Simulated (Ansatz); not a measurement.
## How the equilibrium volume per atom of hcp Be moves with the method

No measured value is used here.

```tsv
level (code)	value (Å³/atom)
LDA (Ansatz)	7.55
PBE (Ansatz)	7.91
PBE-D4 (Ansatz)	7.77
r²SCAN+rVV10 (Ansatz)	7.90
HSE06 (Ansatz)	?
```

**Question.** Complete the blanks.

**Answer.** 
- HSE06 (Ansatz, a first-principles code), value (Å³/atom): 7.87

HSE06: exact exchange on metals is sensitive to the k mesh and can open a false gap. HSE06: the run warned that the count of filled bands differs between k points. Cutoffs and k meshes differ between the levels. Ansatz's density-functional and Hartree–Fock values are scalar-relativistic unless marked +SOC, with PAW data made under PBE.
